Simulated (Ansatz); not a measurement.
bcc Nb was calculated with revPBE (PAW; Ansatz, a quantum-chemistry and plane-wave program).

Numerical settings: plane-wave cutoff 520 eV, 24×24×24 k mesh, Fermi–Dirac smearing 0.05 eV, no spin polarisation, scalar-relativistic PAW data made under PBE.

The volume scan:

| V (Å³/atom) | E − E_lowest (meV/atom) |
|---|---|
| 17.254 | 37.36 |
| 17.621 | 16.10 |
| 17.988 | 3.93 |
| 18.355 | 0.00 |
| 18.722 | 3.58 |
| 19.089 | 13.99 |
| 19.457 | 30.61 |

**Question.** Estimate the bulk modulus and its pressure derivative from these points.

**Answer.** V0 = 18.358 Å³/atom, B0 = 164 GPa, B′ = 3.7 (fit to the energies at full precision).

Measured, for comparison: bulk modulus 173 GPa (0 K value with the zero-point phonon effect removed; as tabulated in Mejia-Rodriguez and Trickey (2018), arXiv:1807.09216); equilibrium volume per atom 17.87 Å³/atom (static lattice: zero-point anharmonic expansion removed; as tabulated in Mejia-Rodriguez and Trickey (2018), arXiv:1807.09216). Computed (rounded) less measured: bulk modulus -5 %, equilibrium volume per atom +2.7 %.

Cost on a shared machine: about 30 core-seconds (a rough figure).
